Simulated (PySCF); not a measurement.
# Silicon: a sound run and one with changed settings

Sound run: Si [Ne] 3s2 3p2, Si⁺ [Ne] 3s2 3p1. Calculation: PySCF 2.14, in jorge-DZP-DKH (7s4p1d, 24 functions); scalar relativity by spin-free X2C-1e. The sound run starts from symmetry-adapted Hartree-Fock orbitals and uses a fine grid where one is needed.

Changed run: 26 angular points. This setting is unsound on purpose.

```csv
species,method,sound run (hartree),changed run (hartree),converged
Si,UHF,-289.44986,-289.44986,yes
Si,LDA,-288.80556,-288.80566,yes
Si,TPSS,-289.99363,-289.99366,yes
Si⁺,UHF,-289.16977,-289.16977,yes
Si⁺,LDA,-288.50378,-288.50391,yes
Si⁺,TPSS,-289.69285,-289.69293,yes
```

Ionisation energy of Si:

```
method  sound run (eV)  changed run (eV)
   UHF           7.621             7.621
   LDA           8.212             8.211
  TPSS           8.185             8.183
```

A coarse angular grid integrates products of high-l functions wrongly, so density functionals can shift, and the SCF can exploit the error; Hartree-Fock and MP2 need no grid.

For comparison, NIST gives 8.152 eV between the lowest levels.
